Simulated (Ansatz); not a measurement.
Born–Oppenheimer molecular dynamics of BCl2H2 (5 atoms, charge 0, multiplicity 2). It starts at the highest image of a converged band. Of that band: A vibrational analysis at the climbing image gives 2 clearly imaginary modes (1052i, 76i cm⁻¹): a point of higher order. A lower path may pass nearby, or the ends, which weren't checked, may share the extra mode.

These are results of UKS BLYP/6-31G* (Ansatz 0.2.0), not measurements.

- ensemble: NVE (velocity Verlet)
- time step: 0.5 fs
- steps asked: 200
- starting velocities drawn for: 300 K
- seed: 2313

First frame:

```xyz
5
Properties=species:S:1:pos:R:3
B 0.000 -0.007 -0.042
H 0.000 -0.001 1.397
Cl 1.547 0.003 -0.874
Cl -1.547 0.003 -0.874
H 0.000 0.001 2.374
```

(1) How far do the bonds stretch over the last three quarters of this one trajectory? (Pairs bonded in most of those frames.)

Results:

(1) 
| bond | mean (Å) | spread (Å) | shortest | longest |
| --- | --- | --- | --- | --- |
| B1–H2 | 1.195 | 0.028 | 1.15 | 1.24 |
| B1–Cl3 | 1.767 | 0.017 | 1.74 | 1.79 |
| B1–Cl4 | 1.770 | 0.022 | 1.73 | 1.81 |

Mean temperature of the second half: 762 K. The conserved energy stayed within 0.05 meV per atom of its start (net change -0.0054 meV per atom), so the integration is sound. The kinetic energy rose, since the run started high on the potential surface and went downhill. It ends in pieces (BCl2H + H), so much of that is their flight and rotation, not heat. A run of 0.1 ps of so small a system gives no equilibrium averages.

Time of the run: 2.9 min on 1 thread of Intel(R) Xeon(R) 6975P-C (Granite Rapids), on a shared host, peak memory 0.13 GiB.
